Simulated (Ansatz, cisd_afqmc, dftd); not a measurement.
Barrier from H (doublet) + HCl (SMILES Cl) to the saddle point below; all geometries are those of the NHTBH38 set.
```xyz
3

H      0.0000     0.0000     1.4858
Cl     0.0000     0.0000     0.0000
H      0.0000     0.0000    -1.4858
```
Charge 0, spin multiplicity 2.

Property: barrier height (electronic, no zero-point energy), in kJ/mol. Open shells are spin-unrestricted; no spin-orbit coupling. Cores are frozen in correlated methods. Rows without X2C or -DK are non-relativistic. AFQMC/CISD: phaseless, guided by CISD from CCSD amplitudes; bars are statistical, one sigma. Outlying blocks are dropped, and bars are widened where a walk drifts. Over all cases where full CI ran beside it in this data, AFQMC minus full CI had a median of +0.1 mEh and passed +0.4 mEh in a tenth of the cases. CBS(X,Y): correlation extrapolated as X^-3, Hartree-Fock from the larger set. A bracket is a step between two methods taken in the basis named. Functionals run without relativity, which enters their misses. 'core' is core correlation in cc-pwCVTZ (1s frozen past Ne), 'X2C' scalar relativity in cc-pVTZ-DK, both at CCSD(T). For partners of very few electrons the exact lower level stands in for a higher one. The UHF reference of ClH2 (saddle point or complex, doublet) is spin-contaminated (<S^2> up to 0.07 over the pure value in the sets run).

Published benchmark value: 18.0 kcal/mol (Zhao et al., NHTBH38), a best estimate, not a measurement.

| level | program | barrier height (kJ/mol) | difference against that value |
|---|---|---|---|
| HF/aug-cc-pV(D+d)Z | Ansatz | 132.5 | 57.2 |
| B3LYP-D3(BJ)/def2-TZVPD | Ansatz + dftd3 | 50.4 | -24.9 |
| B3LYP-D4/def2-TZVPD | Ansatz + dftd4 | 50.7 | -24.6 |
| PBE0-D4/def2-TZVPD | Ansatz + dftd4 | 55.7 | -19.6 |
| PBE0/def2-TZVPD | Ansatz | 56.4 | -18.9 |
| wB97M-V/def2-TZVPD | Ansatz | 75.7 | 0.4 |
| MP2/aug-cc-pV(T+d)Z | Ansatz | 95.7 | 20.4 |
| CCSD/aug-cc-pV(D+d)Z | Ansatz | 87.8 | 12.5 |
| CCSD/aug-cc-pV(T+d)Z | Ansatz | 81.9 | 6.6 |
| CCSD/CBS(aug-cc-pV(T+d)Z,aug-cc-pV(Q+d)Z) | Ansatz | 79.5 | 4.2 |
| CCSD(T)/aug-cc-pV(Q+d)Z | Ansatz | 75.4 | 0.1 |
| CCSDT(Q)/aug-cc-pV(D+d)Z | Ansatz | 82.9 | 7.6 |
| CCSDT(Q)/aug-cc-pV(T+d)Z | Ansatz | 75.9 | 0.6 |
| AFQMC/CISD/aug-cc-pV(T+d)Z | cisd_afqmc | 76.3 ± 0.7 | 1.0 |
| CCSD(T)/CBS(aug-cc-pV(T+d)Z,aug-cc-pV(Q+d)Z) + [CCSDT(Q) - CCSD(T)]/aug-cc-pV(D+d)Z + core + X2C | Ansatz | 72.4 | -2.9 |
| CCSD(T)/CBS(aug-cc-pV(T+d)Z,aug-cc-pV(Q+d)Z) + [CCSDT(Q) - CCSD(T)]/aug-cc-pV(T+d)Z + [CCSDTQ - CCSDT(Q)]/aug-cc-pV(D+d)Z + core + X2C | Ansatz | 72.3 | -3.0 |

Ansatz is an electronic-structure program.
